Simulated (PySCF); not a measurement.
# How well do the runs reproduce experiment for C3H7Cl?

**What was measured.**

NIST CCCBDB Release 22 (SRD 101), experimental polarizabilities lists, for the gas: mean polarisability 10 Å³.

The runs below try to reproduce these values; the comparison stands at the end.

Compound: C₃H₇Cl.
SMILES with atom numbers: `[CH3:1][CH2:2][CH2:3][Cl:4]` (hydrogens: H5, H6, H7 on C1; H8, H9 on C2; H10, H11 on C3)

Structure used (GFN2-xTB), in Å, numbered top down from 1:
```xyz
11
C3H7Cl angstrom
C     -1.2738   -0.0336    0.4070
C     -0.0175   -0.5058   -0.3165
C      1.1287    0.4652   -0.0896
Cl     2.6007   -0.0856   -0.9358
H     -1.0948    0.0397    1.4773
H     -2.0874   -0.7347    0.2417
H     -1.5815    0.9434    0.0416
H      0.2693   -1.4941    0.0471
H     -0.2149   -0.5865   -1.3868
H      1.3829    0.5390    0.9680
H      0.8936    1.4558   -0.4799
```

The PySCF runs (gas phase, on this GFN2-xTB geometry; no spin–orbit coupling):

| level | job | basis functions | wall time |
| --- | --- | --- | --- |
| B3LYP/def2-SVPD | 8 singlets by full TDDFT, 3 Tamm–Dancoff triplets, polarisability | 143 | 15 s |

Hardware: an Arm Neoverse V1 with one thread, on a shared host.

Results beside the measurements:

**Mean polarisability.** Measured: 10 Å³ (NIST CCCBDB Release 22 (SRD 101), experimental polarizabilities).

| level | computed (Å³) | computed − measured (Å³) | % (from the printed values) |
| --- | --- | --- | --- |
| B3LYP/def2-SVPD | 7.95 | -2.05 | -20 |

The computed values are static and purely electronic, with core orbitals frozen in the response (1 au = 0.148185 Å³). The table of measured values doesn't say here whether a value is static or optical, or holds a vibrational part. The measurement averages over conformers, the calculation has one.

The geometry is computed, not the measured one. Where a level misses, the cause wasn't examined.
